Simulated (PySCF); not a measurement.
Compound: C6H8.
SMILES with atom numbers: `[CH3:1][C:2]#[C:3]/[CH:4]=[CH:5]\[CH3:6]` (hydrogens: H7, H8, H9 on C1; H10 on C4; H11 on C5; H12, H13, H14 on C6)

The closed-shell SCF was solved with PySCF and density fitting under several settings on one GFN2-xTB geometry (grid level 2 and gas phase unless stated).

```json
{"settings": "wB97X/pcSseg-1, energy threshold 1e-06 Eh", "basis functions": "142", "SCF cycles": "7", "E (Eh)": "-233.2807", "HOMO (eV)": "-8.67", "LUMO (eV)": "1.78", "dipole (D)": "0.61"}
{"settings": "revPBE/aug-cc-pVDZ, IEF-PCM acetonitrile", "basis functions": "210", "SCF cycles": "14", "E (Eh)": "-233.3373", "HOMO (eV)": "-5.43", "LUMO (eV)": "-1.27", "dipole (D)": "0.83"}
```

Question: Estimate the rows for these settings: (1) OPBE/def2-TZVP, fitting basis def2-qzvpp-jkfit, start guess huckel; (2) HCTH407/aug-pcSseg-1.

Answer: 
| settings | basis functions | SCF cycles | E (Eh) | HOMO (eV) | LUMO (eV) | dipole (D) |
| --- | --- | --- | --- | --- | --- | --- |
| OPBE/def2-TZVP, fitting basis def2-qzvpp-jkfit, start guess huckel | 234 | 13 | -233.3562 | -5.37 | -1.19 | 0.64 |
| HCTH407/aug-pcSseg-1 | 228 | 16 | -233.3489 | -5.58 | -1.42 | 0.62 |

Question: Over all rows, what range does the HOMO–LUMO gap span?

Answer: From 4.16 eV to 10.45 eV.

Question: And the dipole moment?

Answer: From 0.61 D (wB97X/pcSseg-1, energy threshold 1e-06 Eh) to 0.83 D (revPBE/aug-cc-pVDZ, IEF-PCM acetonitrile); the largest is 1.36 times the smallest, and the median is 0.63 D.

Cycle counts include a coarse-grid stage where the run had one. The species at its GFN2-xTB geometry.
